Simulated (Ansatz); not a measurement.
System: NaCl, charge -1, multiplicity 2. SMILES of the parent species: [Cl][Na]

Atoms: Na1, Cl2. Bonds: Na1-Cl2.

Bond lengths (Å) and angles (degrees) optimised at HF/STO-3G with Ansatz (a quantum-chemistry and plane-wave program); HF/3-21G with Ansatz; HF/6-31G* with Ansatz; B3LYP/LANL2DZ with Ansatz; B3LYP/6-31G* with Ansatz; MP2/6-31G* with Ansatz, each started from the B3LYP-D3(BJ)/def2-TZVP structure (Ansatz) of the last column. A row stands for all coordinates that are equal there. 6-31G* holds six Cartesian d functions.

```tsv
coordinate	HF/STO-3G	HF/3-21G	HF/6-31G*	B3LYP/LANL2DZ	B3LYP/6-31G*	MP2/6-31G*	B3LYP-D3(BJ)/def2-TZVP
Na1-Cl2	2.684	2.555	2.543	2.570	2.520	2.515	2.507
```

Mean signed difference of all 1 bond lengths from B3LYP-D3(BJ)/def2-TZVP: HF/STO-3G 0.176 Å, HF/3-21G 0.048 Å, HF/6-31G* 0.036 Å, B3LYP/LANL2DZ 0.062 Å, B3LYP/6-31G* 0.012 Å, MP2/6-31G* 0.008 Å.
